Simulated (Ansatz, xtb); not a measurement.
## Relative energy of two structures of CH5OSi−

Structure a: a singlet given by its coordinates. Structure b: `[CH2-][SiH2]O`, a singlet. Both are isolated ions in the gas phase, relaxed with PBE0-D3(BJ)/def2-SVPD; the shapes shown needn't be the lowest conformers.

a (Å):

```xyz
8

C    -0.8261   -0.6279    1.2370
O    -1.9291   -0.9189    0.3795
Si   -0.7800    0.4618   -0.2481
H    -1.1023   -0.2430    2.2431
H    -0.1073   -1.4646    1.3779
H     0.4254    1.4878   -0.3107
H    -1.8737    1.5047   -0.3337
H    -0.4646   -0.2254   -1.5595
```

Close contacts (Å): C1–O2 1.43, C1–Si3 1.84, O2–Si3 1.90, C1–H4 1.11, C1–H5 1.11, Si3–H6 1.58, Si3–H7 1.51, Si3–H8 1.51.

b (Å):

```xyz
8

C    -0.9661   -0.6262    1.4252
O    -0.1440    0.1874   -1.3588
Si   -1.0060    0.5604    0.1206
H    -1.7398   -1.3956    1.5311
H    -0.1349   -0.7056    2.1357
H    -0.3953    1.9134    0.4366
H    -2.4065    0.8428   -0.3899
H     0.1494   -0.7227   -1.2424
```

Quicker runs give these differences E(b) − E(a): GFN2-xTB −0.054 eV; HF/STO-3G −0.323 eV (at GFN2-xTB geometries); r2SCAN-D4/def2-SVPD −1.085 eV (at GFN2-xTB geometries).

Task: Estimate E(b) − E(a) at the level CCSD(T)/def2-SVPD + ΔMP2/def2-TZVPPD.

Result: Calculated at CCSD(T)/def2-SVPD + ΔMP2/def2-TZVPPD: E(b) − E(a) = −1.398 eV, so structure b lies lower.

Level by level:

```tsv
level	geometry	E(b) − E(a) (eV)	departure from the last row (eV)	job, with rough time for the two
GFN2-xTB	GFN2-xTB	−0.054	+1.344	optimisation, 0.34 s
HF/STO-3G	GFN2-xTB	−0.323	+1.075	single point, 0.32 s
r2SCAN-D4/def2-SVPD	GFN2-xTB	−1.085	+0.313	single point, 3.8 s
PBE0-D3(BJ)/def2-SVPD	PBE0-D3(BJ)/def2-SVPD	−1.166	+0.232	optimisation, 1.7 min
HF/def2-SVPD	PBE0-D3(BJ)/def2-SVPD	−1.391	+0.007	part of the CCSD(T) run
MP2/def2-SVPD	PBE0-D3(BJ)/def2-SVPD	−1.386	+0.012	part of the CCSD(T) run
CCSD(T)/def2-SVPD	PBE0-D3(BJ)/def2-SVPD	−1.309	+0.089	single point
CCSD(T)/def2-SVPD + ΔMP2/def2-TZVPPD	PBE0-D3(BJ)/def2-SVPD	−1.398		single point, 54 s
```

The levels shown agree on the order. The largest departure from CCSD(T)/def2-SVPD + ΔMP2/def2-TZVPPD is that of GFN2-xTB, 1.344 eV. The last row adds to CCSD(T) the change of the MP2 difference between the two basis sets, here −0.089 eV.

With harmonic frequencies from PBE0-D3(BJ)/def2-SVPD (ideal gas, rigid rotor, one conformer each, 298.15 K, 1 atm): the zero-point term adds +0.022 eV; ΔH is −1.344 and ΔG −1.425 eV.

The correlated steps freeze 7 core orbitals. Codes used: Ansatz 0.2.0, xtb 6.7.1; the last row on 2 threads of Intel(R) Xeon(R) Processor @ 2.50GHz (Skylake/Cascade Lake) on a shared host.
